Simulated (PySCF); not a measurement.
A geometry optimisation, step by step.

Ethylhydrazine, C₂H₈N₂.
SMILES with atom numbers: `[CH3:1][CH2:2][NH:3][NH2:4]` (hydrogens: H5, H6, H7 on C1; H8, H9 on C2; H10 on N3; H11, H12 on N4)

Method: PBE0-D3(BJ)/def2-SVP geometry optimisation, gas phase in PySCF; density fitting, grid level 1; the optimiser is geomeTRIC in internal coordinates, started from a GFN2-xTB structure with every atom displaced at random (about 0.01 Å). The frame can shift and turn from step to step; on so coarse a grid that alone can change the energy by a few meV, and forces under 0.02 eV/Å are noise.

Step 0: E = -5173.6290 eV, largest atomic force 1.572 eV/Å
```
atom  x, y, z in Å  |  force x, y, z in eV/Å
C1     -1.307    0.304    0.172   -0.727   0.690  -0.524
C2     -0.294   -0.749   -0.141    0.938   0.500   0.660
N3      0.864   -0.166   -0.789    1.391   0.332   0.653
N4      1.729    0.645    0.053   -1.304  -0.220  -0.515
H5     -1.557    0.881   -0.747    0.147  -0.181   0.306
H6     -2.242   -0.125    0.539   -0.184  -0.139   0.203
H7     -0.951    1.021    0.922    0.087   0.032   0.096
H8     -0.692   -1.464   -0.845   -0.368  -0.639  -0.358
H9     -0.029   -1.273    0.814   -0.039  -0.148  -0.262
H10     1.479   -0.905   -1.137   -0.228   0.120  -0.067
H11     1.248    1.553    0.146    0.401  -0.413   0.030
H12     1.791    0.249    1.005   -0.116   0.066  -0.222
```

Step 1: E = -5173.7072 eV, largest atomic force 0.583 eV/Å
```
atom  x, y, z in Å  |  force x, y, z in eV/Å
C1     -1.308    0.297    0.064    0.069   0.009  -0.002
C2     -0.242   -0.756   -0.182   -0.035  -0.032  -0.087
N3      0.995   -0.194   -0.694   -0.105   0.029   0.271
N4      1.645    0.666    0.211    0.082  -0.562   0.134
H5     -1.492    0.883   -0.848   -0.018   0.037  -0.076
H6     -2.254   -0.162    0.382   -0.009  -0.028   0.006
H7     -0.995    0.994    0.858   -0.027   0.009  -0.041
H8     -0.603   -1.494   -0.922    0.046   0.058   0.102
H9     -0.075   -1.305    0.774   -0.016  -0.090  -0.009
H10     1.634   -0.956   -0.918    0.009   0.144  -0.019
H11     1.292    1.604    0.078   -0.119   0.304  -0.012
H12     1.445    0.397    1.188    0.123   0.121  -0.267
```

Step 2: E = -5173.7235 eV, largest atomic force 0.170 eV/Å
```
atom  x, y, z in Å  |  force x, y, z in eV/Å
C1     -1.328    0.296    0.053    0.000  -0.003  -0.022
C2     -0.252   -0.753   -0.164    0.055   0.071  -0.010
N3      0.980   -0.184   -0.678    0.064  -0.045   0.150
N4      1.673    0.659    0.206   -0.105   0.004  -0.083
H5     -1.506    0.864   -0.874    0.008  -0.025   0.003
H6     -2.273   -0.171    0.365   -0.008   0.006   0.014
H7     -1.037    1.010    0.838    0.012   0.018  -0.002
H8     -0.604   -1.493   -0.903    0.035  -0.011   0.006
H9     -0.088   -1.309    0.789   -0.028   0.004  -0.006
H10     1.620   -0.930   -0.939   -0.048   0.006  -0.088
H11     1.311    1.606    0.114    0.013  -0.014   0.028
H12     1.545    0.378    1.184    0.002  -0.012   0.008
```

Step 3: E = -5173.7277 eV, largest atomic force 0.118 eV/Å
```
atom  x, y, z in Å  |  force x, y, z in eV/Å
C1     -1.329    0.298    0.048   -0.039  -0.010  -0.014
C2     -0.252   -0.751   -0.155    0.026   0.035  -0.042
N3      0.974   -0.180   -0.675    0.049   0.002   0.107
N4      1.674    0.654    0.205   -0.039   0.073  -0.074
H5     -1.507    0.849   -0.889    0.000  -0.015   0.009
H6     -2.275   -0.164    0.369    0.003   0.012   0.015
H7     -1.038    1.028    0.820    0.013   0.004  -0.002
H8     -0.598   -1.497   -0.889   -0.002  -0.028  -0.010
H9     -0.089   -1.302    0.801   -0.006   0.018   0.012
H10     1.609   -0.918   -0.968   -0.023  -0.006  -0.050
H11     1.301    1.600    0.142    0.024  -0.054   0.000
H12     1.573    0.355    1.181   -0.005  -0.030   0.050
```

Step 4: E = -5173.7305 eV, largest atomic force 0.029 eV/Å
```
atom  x, y, z in Å  |  force x, y, z in eV/Å
C1     -1.337    0.300    0.042   -0.019  -0.003  -0.011
C2     -0.253   -0.745   -0.149   -0.005  -0.018  -0.022
N3      0.970   -0.174   -0.671    0.009   0.024   0.014
N4      1.681    0.648    0.207    0.009   0.013   0.003
H5     -1.523    0.829   -0.905   -0.011   0.003   0.003
H6     -2.278   -0.159    0.380    0.011   0.001   0.012
H7     -1.043    1.047    0.796    0.009   0.002  -0.003
H8     -0.595   -1.503   -0.874    0.002  -0.009  -0.006
H9     -0.088   -1.286    0.813    0.000   0.012   0.015
H10     1.596   -0.904   -0.998   -0.007  -0.006  -0.010
H11     1.303    1.592    0.171    0.005  -0.012  -0.011
H12     1.607    0.328    1.179   -0.003  -0.007   0.017
```

Step 5: E = -5173.7314 eV, largest atomic force 0.029 eV/Å
```
atom  x, y, z in Å  |  force x, y, z in eV/Å
C1     -1.341    0.300    0.039   -0.004  -0.001  -0.007
C2     -0.253   -0.742   -0.148   -0.014  -0.021   0.000
N3      0.968   -0.170   -0.671   -0.006   0.019  -0.015
N4      1.685    0.644    0.209    0.020  -0.006   0.021
H5     -1.537    0.819   -0.911   -0.008   0.000   0.002
H6     -2.276   -0.158    0.392    0.004  -0.001   0.010
H7     -1.041    1.056    0.782    0.005   0.002  -0.004
H8     -0.592   -1.506   -0.868    0.004   0.003  -0.003
H9     -0.086   -1.275    0.818   -0.003   0.004   0.004
H10     1.589   -0.898   -1.012    0.005  -0.003   0.002
H11     1.309    1.588    0.183    0.001   0.003  -0.006
H12     1.617    0.315    1.179   -0.004   0.003  -0.004
```

Step 6: E = -5173.7318 eV, largest atomic force 0.026 eV/Å
```
atom  x, y, z in Å  |  force x, y, z in eV/Å
C1     -1.344    0.300    0.038    0.007   0.000  -0.002
C2     -0.254   -0.740   -0.149   -0.007  -0.010   0.014
N3      0.967   -0.167   -0.673   -0.014   0.007  -0.019
N4      1.689    0.640    0.210    0.015  -0.012   0.018
H5     -1.553    0.810   -0.915   -0.005  -0.003  -0.001
H6     -2.274   -0.159    0.405    0.001   0.000   0.006
H7     -1.039    1.064    0.771    0.002   0.003  -0.004
H8     -0.590   -1.508   -0.865    0.004   0.007  -0.003
H9     -0.084   -1.267    0.821   -0.002  -0.005  -0.004
H10     1.585   -0.893   -1.021    0.005   0.000   0.006
H11     1.318    1.586    0.189   -0.002   0.007  -0.003
H12     1.620    0.306    1.179   -0.002   0.007  -0.008
```

Step 7: E = -5173.7320 eV, largest atomic force under 0.02 eV/Å
```
atom  x, y, z in Å  |  force x, y, z in eV/Å
C1     -1.345    0.300    0.038    0.005  -0.001   0.002
C2     -0.254   -0.739   -0.149    0.000   0.002   0.014
N3      0.966   -0.165   -0.674   -0.007  -0.002  -0.009
N4      1.691    0.638    0.211    0.004  -0.004   0.004
H5     -1.562    0.805   -0.915   -0.002  -0.004  -0.002
H6     -2.271   -0.159    0.416   -0.001   0.001   0.003
H7     -1.036    1.068    0.765    0.000   0.002  -0.003
H8     -0.590   -1.508   -0.864    0.001   0.006  -0.003
H9     -0.082   -1.265    0.820   -0.003  -0.008  -0.006
H10     1.583   -0.892   -1.024    0.004   0.001   0.004
H11     1.324    1.586    0.189   -0.001   0.004   0.000
H12     1.618    0.304    1.179   -0.001   0.003  -0.005
```

Task: Summarise the path.

Result: The energy falls by 9.94 kJ/mol from step 0 to step 7; nine tenths of that is first reached at step 2. It falls at every step. The largest force goes from 1.572 to under 0.02 eV/Å. Among the bonds N3–N4 changes most, from 1.454 to 1.397 Å; the atoms move by 0.060 Å rms after alignment.

What follows is the cost of the whole optimisation. Time: 26 s; peak memory 0.40 GiB. Hardware: one thread of an Intel Xeon Platinum 8488C, no GPU, shared host with 192 logical CPUs at a one-minute load of 88.
